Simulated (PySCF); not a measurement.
# C₂H₄F₂O: electronic excitations and core binding energies

Aim: predict the electronic excitations and core binding energies of C₂H₄F₂O (`COC(F)F`).

Computed with PySCF 2.14.0, with density-fitted response routines of our own, on a single molecule in the gas phase. Atoms count from 0, in the outputs and in this text.

### 1 Starting geometry

9 atoms, charge 0, multiplicity 1; geometry from: GFN2-xTB.

Bonds of the start (Å): C0–O1 1.42, O1–C2 1.35, C2–F3 1.36, C2–F4 1.34, C0–H5 1.09, C0–H6 1.09, C0–H7 1.09, C2–H8 1.11.

### 2 Excited states and response: CAM-B3LYP/def2-SVPD

The job: settings as JSON, then the geometry in Å.

```
{"job": {"kind": "uv", "xc": "CAM-B3LYP", "basis": "def2-SVPD", "nstates": 8, "ntriplets": 3}, "charge": 0, "multiplicity": 1}
C      1.173716    -0.193390     0.198479
O     -0.153136    -0.637599     0.440327
C     -1.105592     0.141797    -0.103701
F     -1.156817     0.007809    -1.459957
F     -2.297350    -0.253967     0.354662
H      1.405541    -0.219644    -0.869148
H      1.317363     0.821751     0.581805
H      1.816074    -0.887613     0.732940
H     -0.986238     1.226848     0.099414
```

Method: TDDFT CAM-B3LYP/def2-SVPD, vertical, gas phase, core orbitals frozen in the response.

**Question.** This job is followed by: delta-SCF UKS SCAN, pcX-2 on the ionised atom, pcseg-1 elsewhere, spin-free X2C. Predict these results of the whole session: lowest singlet (CAM-B3LYP/def2-SVPD); brightest single state of those computed; lowest triplet; C1s binding energies, SCAN/pcX-2; O1s binding energies, SCAN/pcX-2; F1s binding energies, SCAN/pcX-2.

The runs gave:

```
                                quantity                        value
    lowest singlet (CAM-B3LYP/def2-SVPD)  8.60 eV (144 nm), f = 0.024
brightest single state of those computed  state 3, 9.63 eV, f = 0.058
                          lowest triplet                      8.38 eV
        C1s binding energies, SCAN/pcX-2      C2 297.34, C0 293.14 eV
        O1s binding energies, SCAN/pcX-2                 O1 539.87 eV
        F1s binding energies, SCAN/pcX-2                 F3 693.20 eV
```

In words: The first singlet state (HOMO→LUMO 0.92) lies at 8.60 eV and is weak; of the 8 states computed, the strongest absorption comes from state 3 at 9.63 eV (the last state computed is bright too, and its partners may lie past the list). The lowest triplet lies 0.21 eV below the lowest singlet (triplets in Tamm-Dancoff, singlets in full TDDFT). The C1s levels kept as sound span 4.20 eV, from C0 (methyl carbon bonded to O) up to C2 (sp3 CH bonded to 2 F and O).
